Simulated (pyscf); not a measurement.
Structures and frequencies: ωB97X-D3(BJ)/def2-SVP in PySCF.

Problem. Estimate the classical barrier height and the reaction energy of H₂N–SiH(Cl)–Cl → HN=Si(Cl)–Cl + H₂ at ωB97M-D3(BJ)/def2-TZVP. The step runs on the singlet surface, breaks H–N, H–Si and forms H–H; take the reactant's lowest minimum found as zero.

Solution. ΔE‡ = 3.47 eV, ΔE = +2.76 eV. Zero-point energy shifts the barrier by -0.16 eV. It is an elimination, with an imaginary mode of 1021i cm⁻¹. At the saddle there is also a short H–Si contact that neither side keeps. The same reactants have a lower exit, to H₂N–Si:–Cl [singlet] + HCl (barrier +3.00 eV at ωB97M-D3(BJ)/def2-TZVP, against +3.47 eV here). One saddle was located; it need not be the lowest between these sides.
